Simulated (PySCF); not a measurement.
# Basis-set dependence of excited states

Compound: CF4.
InChI=1S/CF4/c2-1(3,4)5

TDDFT with PBE0 (PySCF), vertical singlets, core orbitals frozen in the response, spherical d and f functions. Isolated species at its PBE0-D3(BJ)/def2-SVP geometry, gas phase.

```tsv
basis	functions	diffuse	S1 (eV)	S2 (eV)	S3 (eV)	S4 (eV)	S5 (eV)	LUMO (eV)	α (au)
6-31G*	70	no	15.31	15.31	15.32	15.47	15.48	5.83	13.2
def2-SVP	70	no	15.36	15.36	15.37	15.55	15.57	5.28	12.1
6-31+G*	90	yes	11.94	11.94	11.94	13.11	13.11	0.61	17.0
aug-cc-pVDZ	115	yes	11.84	11.84	11.84	12.88	12.88	0.56	18.4
def2-TZVP	155	no	13.61	13.61	13.61	14.93	14.94	2.77	16.2
def2-TZVPD	197	yes	11.79	11.79	11.80	12.97	12.97	0.44	19.1
aug-cc-pVTZ	230	yes	11.80	11.80	11.80	12.77	12.77	0.46	19.0
```

Problem. Compare the sets with the largest diffuse one.

Solution. States are compared by their number. Against the largest diffuse basis here (aug-cc-pVTZ, itself not a converged limit), sets without diffuse functions differ by up to 3.56 eV in S1 and 2.79 eV in S5; the smaller diffuse sets differ by up to 0.14 and 0.33 eV. Every set without diffuse functions puts S1 more than 0.3 eV higher, so even the lowest state needs them here. State by state, the largest deviation of a set without diffuse functions is S1 3.56, S2 3.56, S3 3.57, S4 2.78, S5 2.79 eV. The same number needn't mean the same state in each row. Against aug-cc-pVTZ the polarisability deviates by -30% in 6-31G*, -36% in def2-SVP, -10% in 6-31+G*, -3% in aug-cc-pVDZ, -14% in def2-TZVP, +1% in def2-TZVPD.
